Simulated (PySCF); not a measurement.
# Orbital picture of LiAl⁺

PBE at R = 2.973 Å; Li pcseg-1, Al pcseg-1; no relativity (PySCF 2.14). State: ²Σ⁺ (doublet), unpaired electrons σ ↑. Only the outer orbitals are listed, counted within each symmetry.

| spin | orbital | occ. | ε (eV) | on Li (%) | main shells (%) |
| --- | --- | --- | --- | --- | --- |
| α | 4σ | 1 | -57.63 | 100 | 100 Li s |
| α | 5σ | 1 | -12.98 | 5 | 95 Al s |
| α | 6σ | 1 | -8.78 | 31 | 65 Al p, 24 Li s |
| α | 2π | 0 | -7.52 | 8 | 92 Al p, 8 Li p |
| α | 2π | 0 | -7.52 | 8 | 92 Al p, 8 Li p |
| α | 7σ | 0 | -5.95 | 91 | 80 Li s, 11 Al p, 10 Li p |
| β | 4σ | 1 | -57.52 | 100 | 100 Li s |
| β | 5σ | 1 | -12.43 | 2 | 97 Al s |
| β | 6σ | 0 | -7.47 | 34 | 61 Al p, 28 Li s |
| β | 2π | 0 | -7.20 | 5 | 94 Al p |
| β | 2π | 0 | -7.20 | 5 | 94 Al p |

**Question.** Which are the highest filled and the lowest empty level, where do they sit, and how wide is the gap?

**Answer.** Highest filled α 6σ at -8.78 eV (in %: 65 Al p, 24 Li s); lowest empty α 2π at -7.52 eV (in %: 92 Al p, 8 Li p); the gap at PBE is 1.26 eV.

| Property | Result |
| --- | --- |
| bond order (Mayer) | 0.47 |
| ⟨S²⟩ | 0.753 |
| charge on Li (Mulliken, basis-dependent) | 0.63 |
| charge on Li (Löwdin, basis-dependent) | 0.47 |
| dipole moment (positive dipole points towards Al; it is taken about the centre of mass and depends on that origin) | -6.51 D |
| polarisability along the bond | 85.0 bohr³ |
| polarisability across the bond | 42.5 bohr³ |

The state is the lowest determinant that a PBE0 search found; another state may lie lower at other levels.
